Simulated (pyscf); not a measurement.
PySCF, gas phase, ωB97X-D3(BJ)/def2-SVP geometries.

**Question.** PBE/def2-TZVP puts the barrier of H₃C–AlH–CH₃ + H atom (H•) -> methane (CH₄) + [H₃C–AlH]• (substitution at C; doublet surface; Al–C broken, C–H formed) at 0.53 eV and the reaction energy at -1.21 eV, from the separated reactants. What do B3LYP-D3(BJ)/def2-TZVP, PBE0-D3(BJ)/def2-TZVP, ωB97M-D3(BJ)/def2-TZVP give on the same structures?

**Answer.** B3LYP-D3(BJ): ΔE‡ = 0.70 eV, ΔE = -1.27 eV; PBE0-D3(BJ): ΔE‡ = 0.73 eV, ΔE = -1.16 eV; ωB97M-D3(BJ): ΔE‡ = 0.99 eV, ΔE = -1.07 eV. PBE's barrier lies under all of them, by 0.17 to 0.46 eV. Its reaction energy lies among theirs. Low barriers are usual for a GGA, whose delocalisation error favours stretched bonds. The same reactants have a lower exit, to [H₃C–Al–CH₃]• + H₂ (barrier +0.12 eV at ωB97M-D3(BJ)/def2-TZVP, against +0.99 eV here). One saddle was located; it need not be the lowest between these sides. The angle at the attacked C is 156°.
